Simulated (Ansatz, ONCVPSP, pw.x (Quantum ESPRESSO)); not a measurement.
What a changed setting does to a pw.x run (bcc H)

Potential: optimised norm-conserving Vanderbilt (ONCV), ONCVPSP 4.0.1, PBEsol; core none, reference 1s0.5; waves: 1s: rc 1.40 bohr, ncon 4, nbas 8, qcut 11 1/bohr, 2 projectors, debl 3.2 Ha; p scattering state at 0.36 Ha: rc 1.40 bohr, ncon 4, nbas 8, qcut 6.5 1/bohr, 2 projectors, debl 3.2 Ha; local part: polynomial inside 1.10 bohr (lpopt 3, dvloc0 2 Ha); core correction: none.

The reference run (k-mesh 18³, cutoffs 65/260 Ry, Fermi–Dirac 0.01 Ry, mixing_beta 0.4, conv_thr 1e-9, no spin) gives -1.54 GPa at 2.977 Å³/atom, where all-electron LAPW gives -2.42 GPa. This run, with its own iteration cap, changes startingwfc to atomic.

```
&control
  calculation='scf', prefix='x', pseudo_dir='./', outdir='./tmp', tstress=.true., disk_io='none'
/
&system
  ibrav=0, nat=1, ntyp=1, ecutwfc=65, ecutrho=260, nbnd=7,
  occupations='smearing', smearing='fd', degauss=0.01
/
&electrons
  conv_thr=1e-09, mixing_beta=0.4, electron_maxstep=50, startingwfc='atomic'
/
ATOMIC_SPECIES
H 1.0 H.UPF
CELL_PARAMETERS angstrom
  -0.90623246 0.90623246 0.90623246
  0.90623246 -0.90623246 0.90623246
  0.90623246 0.90623246 -0.90623246
ATOMIC_POSITIONS crystal
H 0.0000 0.0000 0.0000
K_POINTS automatic
18 18 18 0 0 0
```

```bash
pw.x < H.scf.in > H.scf.out
```

Problem. How does the run end?

Solution. It converges in 4 iterations; the free energy moves by +0.0 meV/atom and the pressure by +0.00 GPa. The result is that of the reference run.

```
Message from routine setup:
     using ibrav=0 with symmetry is DISCOURAGED, use correct ibrav instead
     lattice parameter (alat)  =       2.9662  a.u.
     unit-cell volume          =      20.0898 (a.u.)^3
     number of electrons       =         1.00
     number of Kohn-Sham states=            7
     kinetic-energy cutoff     =      65.0000  Ry
     charge density cutoff     =     260.0000  Ry
     scf convergence threshold =      1.0E-09
     Exchange-correlation= PBESOL
     number of k points=   195  Fermi-Dirac smearing, width (Ry)=  0.0100
     iteration #  1     ecut=    65.00 Ry     beta= 0.40
     total energy              =      -1.07019137 Ry
     estimated scf accuracy    <       0.00141783 Ry
     iteration #  2     ecut=    65.00 Ry     beta= 0.40
     total energy              =      -1.07025797 Ry
     estimated scf accuracy    <       0.00052231 Ry
     iteration #  3     ecut=    65.00 Ry     beta= 0.40
     total energy              =      -1.07025949 Ry
     estimated scf accuracy    <          1.2E-09 Ry
     iteration #  4     ecut=    65.00 Ry     beta= 0.40
     the Fermi energy is     3.8251 ev
!    total energy              =      -1.07025949 Ry
     estimated scf accuracy    <          2.6E-10 Ry
     smearing contrib. (-TS)   =      -0.00043533 Ry
     The total energy is F=E-TS. E is the sum of the following terms:
     one-electron contribution =       0.63606000 Ry
     hartree contribution      =       0.01666431 Ry
     xc contribution           =      -0.66001788 Ry
     ewald contribution        =      -1.06253058 Ry
     convergence has been achieved in   4 iterations
          total   stress  (Ry/bohr**3)                   (kbar)     P=      -15.37
     Message from routine punch:
     Nothing written, as per user request (disk_io='none')
```

The run took about 2.1 s on one core of a shared host (Intel(R) Xeon(R) Processor @ 2.60GHz, 24 threads, 31 GiB, load 11).
